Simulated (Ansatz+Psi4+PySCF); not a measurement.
The numbers below are computed, except where a source is named.
This PySCF input gave a total energy of -104.06355 hartree.

```python
from pyscf import gto, scf, mp

mol = gto.M(atom="""
B 1.264760 -0.441380 -0.211850
N 0.300000 0.300000 0.300000
B -0.664760 1.041380 0.811850
""", basis='cc-pvtz', charge=0, spin=1)
mf = scf.UHF(mol)
mf.kernel()
pt = mp.MP2(mf, frozen=3).run()
print(mf.e_tot, pt.e_corr, pt.e_tot)
```

(1) Write an input for Ansatz with the same method and basis set.

Results:

(1)

```yaml
crystal:
  periodic: [false, false, false]
  atoms:
    - { symbol: B, position_ang: [1.26476, -0.44138, -0.21185] }
    - { symbol: "N", position_ang: [0.3, 0.3, 0.3] }
    - { symbol: B, position_ang: [-0.66476, 1.04138, 0.81185] }
basis:
  gaussian: { orbitals: cc-pVTZ }
magnetization:
  spin_polarized: true
  initial_magnetization: 1
hamiltonian:
  xc: hf
correlation:
  method: mp2
  frozen_orbitals: { B: 1, "N": 1 }
scf:
  omitted_lower_state_checks: [stability, starts, atomic_configurations, cluster_reference, orbital_swaps, given_window_search, neighbouring_geometries, increment]
```

Ansatz (development build ahead of 0.2.0) gave -104.06355 hartree, 0.07 meV from the first. The reference isn't the lowest determinant (another lies 0.63 eV lower), but the same method gives a higher total on the lower determinant.
